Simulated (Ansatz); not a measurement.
For rock-salt ZrC, revPBE (PAW; Ansatz, a first-principles code) gives:

* **lattice constant a**: 4.726 Å
* **bulk modulus**: 215 GPa
* **formation enthalpy**: -0.829 eV/atom

Q: What does PBE0-D3(BJ) (Ansatz, plane waves, PAW) give for the same quantities?

A: 
- lattice constant a: 4.654 Å (drops by 1.5 %)
- bulk modulus: 250 GPa (rises by 16 %)
- formation enthalpy: -1.054 eV/atom (moves by -0.225 eV/atom)

For comparison: lattice constant a 4.696 Å (measured, temperature not stated, no zero-point or thermal correction; as tabulated in Zhang et al. (2018), doi:10.1088/1367-2630/aac7f0); bulk modulus 223 GPa (measured, temperature not stated, not corrected to a static lattice, from single-crystal elastic constants, our sources range from 208 to 223; as tabulated in arXiv:1102.4063); formation enthalpy -1.019 eV/atom (measured, 298 K, copied from a table, unchecked, not corrected to a static lattice; as tabulated in Wang et al. (2021), doi:10.1038/s41598-021-94550-5).

Changes are worked out from the printed values.

Unless a cell is named, each level is at its own relaxed cell (revPBE 13.19, PBE0-D3(BJ) 12.60 Å³/atom).

Ansatz's density-functional and Hartree–Fock values are scalar-relativistic unless marked +SOC, with PAW data made under PBE.
